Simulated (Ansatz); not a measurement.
Born–Oppenheimer molecular dynamics of AlH$_{6}$NO (9 atoms, charge 0, multiplicity 1). It starts at the highest image of a converged band. Of that band: The profile has 2 maxima (images 2, 4) with wells between them (image 3): this band takes more than one step, which may be the mechanism or a detour left from its start path. A vibrational analysis at the climbing image gives one clearly imaginary mode, 1076i cm⁻¹: a first-order saddle point.

These are results of RKS BLYP-D4/def2-SVP in Ansatz 0.2.0, not measurements.

- ensemble: NVE (velocity Verlet)
- time step: 0.5 fs
- steps asked: 200
- starting velocities drawn for: 100 K
- seed: 6708

First frame:

```xyz
9
Properties=species:S:1:pos:R:3
Al 0.010 0.383 -0.100
H -0.163 -0.418 1.508
N 1.619 0.141 -0.856
H 2.523 0.065 -0.382
H 1.730 -0.150 -1.831
H -1.302 0.302 -0.979
O -0.001 1.761 1.227
H 0.828 2.235 1.444
H -0.057 0.650 1.737
```

(1) What does the run give?

(2) What happens to the structure?

(3) How do temperature and energy run in time?

Results:

(1) All steps were run.

| Item | Value |
| --- | --- |
| steps done | 200 |
| time covered | 100 fs |
| mean temperature over the second half | 249 K |
| spread of the potential energy over the second half | 6.2 meV per atom |
| mean potential energy of the second half above the start | -14.9 meV per atom |

The conserved energy stayed within 0.035 meV per atom of its start (net change -0.0023 meV per atom), so the integration is sound. The kinetic energy rose, since the run started high on the potential surface and went downhill. A run of 0.1 ps of so small a system gives no equilibrium averages. The orbitals stay closed-shell, which can raise the energy where a bond breaks towards radicals; this wasn't checked here.

(2) Between its relaxed ends the band would form H2–H9 and break Al1–H2, O7–H9. These pairs go: H2–H9 1.10 → 3.28 Å, Al1–H2 1.80 → 1.57 Å, O7–H9 1.22 → 0.97 Å. In the last frame they stand as before the step (other bonds may differ from the relaxed reactants and products). Also parted: Al1–H9 1.86 → 2.52 Å. It ends as one piece, AlH6NO. Pairs count as bonded within 1.25 times the sum of covalent radii (0.12 Å more for H–H). This is one draw of velocities; another would differ in detail.

(3) 
```
time (fs)  T (K)  potential energy less start (eV)  conserved less start (meV/atom)
      0.0    100                             0.000                             0.00
      8.0     69                             0.028                             0.02
     16.0    151                            -0.046                             0.00
     24.0    319                            -0.198                             0.01
     32.0    442                            -0.309                             0.02
     40.0    458                            -0.324                             0.00
     48.0    420                            -0.290                            -0.03
     56.0    341                            -0.218                             0.00
     64.0    229                            -0.117                             0.03
     72.0    175                            -0.068                             0.00
     80.0    267                            -0.151                            -0.01
     88.0    258                            -0.143                             0.00
     96.0    169                            -0.062                             0.01
```

Time of the run: 10 min on 1 thread of Arm Neoverse N1, on a shared host, peak memory 0.13 GiB.
